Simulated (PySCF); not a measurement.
**A barrier at the coupled-cluster level**

Start structure (CH$_{8}$AlN, singlet), relaxed at PBE0-D4/def2-TZVP:

Al1  (-0.067, -1.258, 1.005)
H2  (0.996, -2.054, 0.103)
H3  (-1.620, -1.455, 0.653)
H4  (0.316, -0.995, 2.541)
H5  (1.165, 0.904, 0.455)
N6  (0.208, 0.627, 0.258)
C7  (-0.071, 0.738, -1.182)
H8  (-0.386, 1.263, 0.782)
H9  (0.087, 1.751, -1.558)
H10  (-1.103, 0.439, -1.360)
H11  (0.579, 0.046, -1.716)
(Å)

The step: CH₅N ([CH3][NH2]) + AlH₃ → CH₆AlN ([CH3][NH][AlH2]) + H₂; bonds formed: H2–H5; dative contacts that become bonds: Al1–N6; bonds broken: Al1–H2, H5–N6. Program: PySCF 2.14 with density fitting (its default auxiliary sets; JK sets also for MP2 and CCSD(T)). Basis: def2-TZVPP and def2-QZVPP. Cores are frozen in the correlated methods. Extrapolation: Hartree–Fock as exp(−7.88 √X), correlation as X^−2.97. Energies below are by CCSD(T) at an estimated basis limit (MP2 extrapolated from triple and quadruple zeta, plus CCSD(T) − MP2 in triple zeta).

What are the electronic barrier and the energy of the step, from the start structure to the end structure? (An estimate is asked for; the value comes from the calculation.)

By the calculation: Barrier 34.00 kcal/mol; step energy 12.66 kcal/mol (uphill); reverse barrier, their difference, 21.34 kcal/mol. Barrier and step energy count from the start structure, the reverse barrier from the end structure.

The saddle point: One imaginary mode of 1197i cm⁻¹.
```json
{"pair": "Al1–N6", "start (Å)": "2.05", "saddle (Å)": "1.89", "end (Å)": "1.77"}
{"pair": "H2–H5", "start (Å)": "2.98", "saddle (Å)": "0.98", "end (Å)": "0.75"}
{"pair": "Al1–H2", "start (Å)": "1.61", "saddle (Å)": "1.83", "end (Å)": "2.76"}
{"pair": "H5–N6", "start (Å)": "1.02", "saddle (Å)": "1.44", "end (Å)": "3.12"}
```

Zero-point energy (harmonic, PBE0-D4): ZPE is 55.17 kcal/mol at the start and 51.47 kcal/mol at the saddle, so the barrier goes from 34.00 to 30.30 kcal/mol.

First-order rate constant out of the start structure at 898 K by transition-state theory, with harmonic vibrational free energies alone and no tunnelling: ΔA‡ = 31.38 kcal/mol, so k = (kB T/h) exp(−ΔA‡/kB T) ≈ 10^6 s⁻¹ (an order of magnitude at best: rotation, the number of equivalent paths and anharmonicity are left out).

No T1 diagnostic of these runs exceeds 0.013.

The step is the kind of exchange with an N–H group that builds nitride films in atomic layer and chemical vapour deposition.

Labels in which every atom is bracketed show which atoms are joined, not bond orders.

For scale, one of the runs: CCSD(T)/def2-TZVPP, 216 basis functions, launched by `OMP_NUM_THREADS=4 python run.py`. Hardware: 4 CPU threads of an Arm Neoverse V1, shared host. Wall time 9.4 min; peak host memory 2.8 GiB.
